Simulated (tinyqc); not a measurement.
Inside a calculation. Method: Hueckel theory of the pi electrons, for the molecule C=CC=C (SMILES; centres numbered as the heavy atoms are written). One step of it, computed by the program tinyqc.

Task: Orbitals. Diagonalise; E = alpha + x beta with beta < 0, so the largest x are filled first; degenerate levels share their electrons. P = sum n_i c_ri c_si; each orbital has its largest coefficient positive (the first on a tie).

Hueckel matrix in units of beta (H = alpha + beta A), order 1C, 2C, 3C, 4C:
$$\begin{pmatrix}
0.000000 & 1.000000 & 0.000000 & 0.000000 \\
1.000000 & 0.000000 & 1.000000 & 0.000000 \\
0.000000 & 1.000000 & 0.000000 & 1.000000 \\
0.000000 & 0.000000 & 1.000000 & 0.000000
\end{pmatrix}$$

pi electrons, sum of z_r less the charge = 4

Give: x values; occupations; coefficients; charge and bond-order matrix P.

Result:

x values: [1.618, 0.618, -0.618, -1.618]

occupations: [2.000, 2.000, 0.000, 0.000]

coefficients, order 1C, 2C, 3C, 4C:
$$\begin{pmatrix}
0.372 & 0.602 & 0.602 & -0.372 \\
0.602 & 0.372 & -0.372 & 0.602 \\
0.602 & -0.372 & -0.372 & -0.602 \\
0.372 & -0.602 & 0.602 & 0.372
\end{pmatrix}$$

charge and bond-order matrix P, order 1C, 2C, 3C, 4C:
$$\begin{pmatrix}
1.000 & 0.894 & 0.000 & -0.447 \\
0.894 & 1.000 & 0.447 & 0.000 \\
0.000 & 0.447 & 1.000 & 0.894 \\
-0.447 & 0.000 & 0.894 & 1.000
\end{pmatrix}$$
